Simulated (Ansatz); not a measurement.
A calculation with Ansatz (development build ahead of 0.2.0).

```yaml
crystal:
  periodic: [false, false, false]
  atoms:
    - { symbol: B, position_ang: [-0.02634, 0.03043, -0.75719] }
    - { symbol: B, position_ang: [0.03407, -0.02658, 0.76171] }
basis:
  gaussian: { orbitals: cc-pVTZ }
magnetization:
  spin_polarized: true
  initial_magnetization: 2
hamiltonian:
  xc: hf
correlation:
  method: mp2
  frozen_orbitals: { B: 1 }
```

The input is written out in the form of the current development build from the run's settings.

Results

```json
{"Converged": "yes", "Reference energy": "-49.15209 hartree", "Correlation energy": "-0.09619 hartree", "Total energy": "-49.24829 hartree", "Spin squared of the determinant": "2.922"}
```

Caution: the unrestricted determinant is a mixture of spin states.
